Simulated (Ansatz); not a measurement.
Si2H6S⁺, that is (H3Si)2S with one electron fewer. The state is a doublet with charge 1. Geometry PBE-D4/def2-TZVP, that of the neutral singlet; atoms count from 1.

Cartesian coordinates in Å:
```
Si 0.345 -0.675 1.432
H 1.087 -1.739 0.688
H -1.100 -1.054 1.498
H 0.900 -0.537 2.811
S 0.597 1.243 0.493
Si -0.304 0.760 -1.399
H -1.734 0.358 -1.224
H 0.429 -0.355 -2.073
H -0.220 1.999 -2.226
```

Estimate the Mulliken populations from the PBE0/def2-TZVP orbitals of Ansatz.


```csv
atom,charge (e),spin (α − β)
Si1,0.13,-0.03
H2,0.10,0.05
H3,0.10,0.05
H4,0.08,0.00
S5,0.18,0.85
Si6,0.13,-0.03
H7,0.10,0.05
H8,0.10,0.05
H9,0.08,0.00
```
Mulliken values depend strongly on the basis.

Where does the spin sit?

Summed by element: Si -0.06, H 0.21, S 0.85, of 1 unpaired in all. Largest on single atoms: S5 0.85, H2 0.05, H7 0.05.

And the Mayer bond orders between heavy atoms (over 0.3)?

Si1–S5 0.96 (2.15 Å); S5–Si6 0.96 (2.15 Å).
